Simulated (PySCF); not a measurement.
Gas-phase reaction: B2H6 + 6 CH2 → 2 B(CH3)3

Energies from PySCF, thermal terms from the rigid-rotor harmonic-oscillator model, ideal gas at 1 bar. † marks an energy on the PBE0/def2-TZVP geometry and frequencies; other levels use their own. MP2 and CCSD(T) freeze the core. 6-31G* has spherical d functions here. Open shells (unrestricted): CH2 (multiplicity 3); the rest are closed-shell singlets. B3LYP is the form with VWN-RPA correlation. Methyl groups turn as free rotors in B(CH3)3. MP2 isn't extrapolated to the basis-set limit; its ΔH°(298 K) is -2559.1 kJ in def2-SVP and -2622.8 kJ in def2-TZVPP. CCSD(T) isn't extrapolated to the basis-set limit. The harmonic model lacks anharmonicity and excited electronic states, which grow with temperature; levels with a mode under 35 cm⁻¹ are left out.

```tsv
level	ΔE electronic, kJ	ΔH°(298 K), kJ	ΔS°(298 K), J/K	ΔG°(1800 K), kJ
B3LYP/6-31G*	-2709	-2591	-771	-1159
B3LYP/def2-TZVP†	-2664	-2547	-769	-1121
CCSD(T)/def2-SVP†	-2619	-2502	-769	-1076
HF/6-31G*	-1953	-1825	-773	-380
M06-2X/def2-TZVP†	-2682	-2566	-769	-1139
MP2/def2-SVP†	-2676	-2559	-769	-1132
PBE/def2-TZVP†	-2733	-2617	-769	-1190
r2SCAN/def2-TZVP†	-2598	-2482	-769	-1055
```
ΔH° is lowest at PBE/def2-TZVP† and highest at HF/6-31G*. No reference value is set beside these.
